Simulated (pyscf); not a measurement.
7 gas-phase steps of one pattern: four-centre exchange on the singlet surface, Ge–O + H–H or H–H + O–Si or H–H + S–Si or H–H + S–Sn broken and Ge–H + H–O or H–O + H–Si or H–S + H–Si or H–S + H–Sn formed. Optimised with ωB97X-D3(BJ)/def2-SVP in PySCF. Electronic energies in kJ/mol, from the separated reactants; ΔE‡ and ΔE at ωB97M-D3(BJ)/def2-TZVP. Rows were drawn at random from the steps of this pattern with a verified saddle, stable references and no exit in the data more than 5 kcal/mol lower.

| row | step | ΔE | ΔE‡ |
|---|---|---|---|
| 1 | HO–GeH₂–F (SMILES [OH][GeH2][F]) + H₂ (SMILES [H][H]) → F–GeH₃ (SMILES [F][GeH3]) + H₂O (SMILES O) | +23.9 | 177.6 |
| 2 | HS–SnH₃ (SMILES [SH][SnH3]) + H₂ (SMILES [H][H]) → SnH₄ (SMILES [SnH4]) + H₂S (SMILES S) | +32.4 | 213.5 |
| 3 | H₂N–SiH(NH₂)–SH (SMILES N[SiH](N)S) + H₂ (SMILES [H][H]) → H₂N–SiH₂–NH₂ (SMILES N[SiH2]N) + H₂S (SMILES S) | +52.9 | 209.7 |
| 4 | H₃Si–O–B(Cl)–Cl (SMILES [SiH3]OB(Cl)Cl) + H₂ (SMILES [H][H]) → HO–B(Cl)–Cl (SMILES OB(Cl)Cl) + SiH₄ (SMILES [SiH4]) | +63.8 | 238.4 |
| 5 | HO–SiH₂–AsH₂ (SMILES O[SiH2][AsH2]) + H₂ (SMILES [H][H]) -> H₃Si–AsH₂ (SMILES [SiH3][AsH2]) + H₂O (SMILES O) | +64.5 | ? |
| 6 | H₂N–Si(OH)(Cl)–Cl (SMILES N[Si](O)(Cl)Cl) + H₂ (SMILES [H][H]) → H₂N–SiH(Cl)–Cl (SMILES N[SiH](Cl)Cl) + H₂O (SMILES O) | +94.5 | 232.1 |
| 7 | HO–SiH₂–O–SiH₃ (SMILES O[SiH2]O[SiH3]) + H₂ (SMILES [H][H]) -> H₃Si–O–SiH₃ (SMILES [SiH3]O[SiH3]) + H₂O (SMILES O) | +94.9 | 236.4 |

**Question.** Fit ΔE‡ = a + b·ΔE to the other rows and predict row 5.

**Answer.** Over the 6 complete rows the means are +60.4 (ΔE) and 218.0 (ΔE‡); least squares gives b = 0.63 and a = 179.9 kJ/mol, with residuals of 12.2 kJ/mol (root mean square; largest 18.3, row 4). For row 5: 179.9 + 0.63 × (+64.5) = 220.5 kJ/mol. The computed barrier is 213.0 kJ/mol, 7.5 under the line. The scatter is large against the spread of the barriers, so the line says little here. Each barrier is that of the saddle found. Elements up to Kr have no core potential and no relativistic terms here. Elements past Kr carry the def2 core potentials, without spin-orbit coupling.
